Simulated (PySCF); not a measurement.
Mayer bond orders and bond lengths

Species: SiH2MeF, CH₅FSi.
Structure used (PBE0-D3(BJ)/def2-SVP), in Å, numbered top down from 1:
```
atom  x, y, z in Å
Si1    0.431   -0.690    0.318
H2     0.423   -0.721    1.809
H3     1.835   -0.759   -0.179
C4    -0.450    0.812   -0.336
H5     0.021    1.730    0.050
H6    -1.506    0.813   -0.025
H7    -0.415    0.845   -1.436
F8    -0.339   -2.030   -0.202
```

Bond orders from the PBE0/pcSseg-1 density (PySCF). Isolated species at its PBE0-D3(BJ)/def2-SVP geometry, gas phase.

Q: Set the Mayer orders of the bonds between heavy atoms beside their lengths.

A: 
| bond | length (Å) | Mayer order |
| --- | --- | --- |
| Si1–C4 | 1.861 | 0.962 |
| Si1–F8 | 1.630 | 0.904 |

Q: And the bonds to hydrogen?

A: H–Si: 0.92 (2 bonds); C–H: 0.95 (3 bonds).

Q: Sum the orders of all bonds at each heavy atom with more than one neighbour.

A: Si1 3.698, C4 3.822. Orders between atoms that aren't bonded are not in these sums.

The Mayer order sums products of elements of PS (density times overlap matrix) between the two atoms' basis functions, so it depends on the basis set.
